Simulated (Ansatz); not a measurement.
**AlNH (sextet): the correlation ladder, def2-TZVPP**

One table from this session's results is given with a row withheld; the runs are named, their logs left out.

Computed with Ansatz 0.2.0, Gaussian basis. Level: def2-TZVPP, core rule «outside noble gas», up to 6 orbitals frozen.

The runs, in order: UHF; ROHF; CCSD(T) on UHF.

## What is computed

The geometry is a PBE0/def2-TZVP stationary point (not a proven minimum) of the parent state, kept for this charge and spin.

3 atoms, charge 0, spin multiplicity 6.

Atoms are counted from 1 here; the program's logs count them from 0.

Bond lengths: Al1–N2 1.909 Å, N2–H3 1.029 Å. Angles: Al1–N2–H3 108.4°.

The first run:

in.yaml reads:

```yaml
crystal:
  periodic: [false, false, false]
  atoms:
    - {symbol: Al, position_ang: [0.000000, -0.031887, 0.689947]}
    - {symbol: N, position_ang: [0.000000, 0.120874, -1.212902]}
    - {symbol: H, position_ang: [0.000000, -0.826124, -1.614269]}
basis:
  gaussian: {orbitals: def2-TZVPP}
magnetization: {spin_polarized: true, initial_magnetization: 5}
hamiltonian: {xc: hf}
output: {orbitals: {seedname: orbitals}}
```

Launch:

```bash
$ ansatz run in.yaml --threads 1 --pin off --events-out ev --progress --plain --max-ram 3968MiB --backend cpu
```

Steps of the session up to this table: UHF; ROHF; CCSD(T) on UHF.

One of the session's tables, all rows but one given; the rest of the session is left out.

| method | from UCCSD(T) (meV) |
| --- | --- |
| ROHF | +5109.0 |
| UHF | ? |
| UMP2 | +792.8 |
| UCCSD | +127.9 |
| UCCSD(T) | 0 |

**Question.** Estimate the row for UHF.

As computed: from UCCSD(T) (meV): +4912.3. In the column «from UCCSD(T) (meV)» it lies between UMP2 (+792.8) and ROHF (+5109.0).
